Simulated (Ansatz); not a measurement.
A made-up structure of C2H3Si, doublet:

C1  (0.264, -2.100, 1.126)
Si2  (-0.076, 0.596, -0.272)
C3  (0.176, -1.262, -0.115)
H4  (-1.262, 0.867, -1.004)
H5  (1.030, 1.183, -0.942)
H6  (-0.187, 1.145, 1.032)
(Å)

It is relaxed with PBE-D4/def2-SVP and then PBE0-D4/def2-TZVP (Ansatz 0.2.0). Atoms count as bonded within 1.22 times the sum of their covalent radii (H–H: 0.88 Å). The end point is not checked to be a true minimum.

Question: Does its bonding change? (Judge from chemistry; the calculation decides.)

Answer: By the calculation: No: no bond forms or breaks.

Where it ends: The first stage lowers the energy by 1.53 eV in 8 steps. It ends as C₂H₃Si ([C][C][SiH3]):
```
6
angstrom
C 0.3060 -2.2783 0.6538
Si -0.0823 0.6162 -0.1874
C 0.1510 -1.1245 0.3177
H -1.2916 0.7094 -1.0392
H 1.1112 1.0580 -0.9471
H -0.2495 1.4483 1.0277
```

Labels in which every atom is bracketed show which atoms are joined, not bond orders.

For scale, one of the runs: PBE0-D4/def2-TZVP relaxation, 117 basis functions, launched by `ansatz run in.yaml --threads 2 --pin off --events-out ev --progress --plain --max-ram 4352MiB`. Hardware: 2 CPU threads of an Arm Neoverse V2, shared host. Wall time about 15 s.
